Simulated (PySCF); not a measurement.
PySCF input (BP86/6-31G* (5d)):

```python
from pyscf import gto, dft

mol = gto.M(
    atom='''
    C    -0.02414292    1.12315603    0.01877293
    S     0.01525850   -0.70984264   -0.01186463
    H    -1.05021111    1.51794223    0.00835545
    H     0.46073541    1.53526110    0.91534586
    H     0.49019726    1.56534275   -0.84650488
    ''',
    basis='6-31g*',
    charge=-1,
    spin=0,
    verbose=4,
)

mf = dft.RKS(mol, xc='bp86')
mf.grids.level = 3
mf.conv_tol = 1e-9
mf.max_cycle = 100
mf.max_memory = 1500
mf.kernel()
if not mf.converged:
    mf = mf.newton()
    mf.kernel(mf.make_rdm1())
mf.dip_moment()
```

Task: What final total energy does it give?

Result: -438.12721 Eh.
